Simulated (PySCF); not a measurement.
Species: `CN1CC1`. The columns A, B, C and D hold Mulliken, IAO, Hirshfeld and ESP-fitted charges (e) of one PBE0/pcSseg-1 density (PySCF), in a shuffled order. Coordinates in Å (PBE0-D3(BJ)/def2-SVP); the density's dipole moment is (-0.01, -0.64, 1.06) D.

```json
{"atom": "C1", "x": "1.399", "y": "0.168", "z": "0.049", "A": "-0.067", "B": "-0.109", "C": "-0.296", "D": "-0.232"}
{"atom": "N2", "x": "0.117", "y": "0.309", "z": "-0.589", "A": "-0.128", "B": "-0.463", "C": "-0.266", "D": "-0.248"}
{"atom": "C3", "x": "-1.036", "y": "0.457", "z": "0.260", "A": "-0.050", "B": "-0.123", "C": "-0.188", "D": "-0.205"}
{"atom": "C4", "x": "-0.798", "y": "-0.799", "z": "-0.495", "A": "-0.050", "B": "-0.123", "C": "-0.188", "D": "-0.271"}
{"atom": "H5", "x": "2.099", "y": "-0.343", "z": "-0.631", "A": "+0.044", "B": "+0.119", "C": "+0.146", "D": "+0.125"}
{"atom": "H6", "x": "1.361", "y": "-0.410", "z": "0.999", "A": "+0.029", "B": "+0.077", "C": "+0.099", "D": "+0.097"}
{"atom": "H7", "x": "1.814", "y": "1.162", "z": "0.274", "A": "+0.044", "B": "+0.119", "C": "+0.146", "D": "+0.124"}
{"atom": "H8", "x": "-0.886", "y": "0.416", "z": "1.348", "A": "+0.041", "B": "+0.115", "C": "+0.125", "D": "+0.140"}
{"atom": "H9", "x": "-1.797", "y": "1.174", "z": "-0.067", "A": "+0.048", "B": "+0.137", "C": "+0.148", "D": "+0.146"}
{"atom": "H10", "x": "-0.489", "y": "-1.677", "z": "0.089", "A": "+0.041", "B": "+0.115", "C": "+0.125", "D": "+0.158"}
{"atom": "H11", "x": "-1.378", "y": "-1.033", "z": "-1.395", "A": "+0.048", "B": "+0.137", "C": "+0.148", "D": "+0.166"}
```

Which column most likely holds the ESP-fitted charges?

D. Σ q r misses the density's dipole by 0.05 D (D), 0.21 D (C), 0.43 D (B), 0.75 D (A). Charges fitted to the outside potential are the only set here that is tied to the molecule's multipoles.

And the Hirshfeld charges?

A. The mean sizes are 0.054 e (A), 0.149 e (B), 0.171 e (C), 0.174 e (D), and Hirshfeld charges are commonly the smallest of these schemes.

As computed, A = Hirshfeld, B = Mulliken, C = IAO, D = ESP-fitted. Hydrogens on carbon: Hirshfeld +0.03 to +0.05, Mulliken +0.08 to +0.14, IAO +0.10 to +0.15, ESP-fitted +0.10 to +0.17 e.

The Hirshfeld scheme divides the density at each point in proportion to the densities of the neutral, spherically averaged free atoms. The Mulliken scheme gives each basis function's population to the atom it is centred on and halves the overlap population of two atoms between them.

Isolated species at its PBE0-D3(BJ)/def2-SVP geometry, gas phase.
